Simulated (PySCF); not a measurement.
# C4H10O2 (1,2-dimethoxyethane): the cost of one run

The runs use PySCF 2.14.0, with density-fitted response routines of our own; the level of theory stands in each step. All values are computed, except where a source is named. Atoms count from 0, in the outputs and in this text.

## 1. The starting structure

16 atoms, charge 0, multiplicity 1; geometry from: MMFF94s. The atoms were then displaced at random by about 0.03 Å, so the start is not that level's minimum.

Bonds of the start (Å): C0–O1 1.33, O1–C2 1.40, C2–C3 1.66, C3–O4 1.34, O4–C5 1.42, C0–H6 1.10, C0–H7 1.04, C0–H8 1.21, C2–H9 1.11, C2–H10 1.05, C3–H11 1.14, C3–H12 1.07, C5–H13 1.05, C5–H14 1.14, C5–H15 1.13.

## 2. Geometry optimisation at PBE0-D3(BJ)/def2-SVP

The job: settings as JSON, then the geometry in Å.

```
{"job": {"xc": "PBE0", "basis": "def2-SVP", "d3": "d3bj", "grid": 1, "shake": 0.03, "kind": "geom"}, "charge": 0, "multiplicity": 1}
C     -2.912310    -0.135990    -0.348990
O     -1.762960    -0.536650     0.178650
C     -0.705210     0.261040    -0.287100
C      0.744300    -0.261210     0.340350
O      1.737490     0.503000    -0.127030
C      2.961810     0.073760     0.444130
H     -2.925940    -0.128220    -1.453110
H     -3.732790    -0.681220    -0.004070
H     -3.174400     0.986320     0.012050
H     -0.797180     1.306880     0.064420
H     -0.604230     0.227100    -1.328830
H      0.595070    -0.233050     1.465190
H      0.704220    -1.283540     0.026680
H      3.729120     0.705780     0.099560
H      3.155520    -1.002450     0.136660
H      2.953130     0.164520     1.566000
```

Started as:

```
> OMP_NUM_THREADS=1 python probes_run.py task.json out
```

The driver reads the jobs from task.json and runs them one after another.

Q: Estimate the wall time and peak memory of this first job on 1 thread of Arm Neoverse N1, shared host.

About 75 s, with a peak of 0.5 GiB.
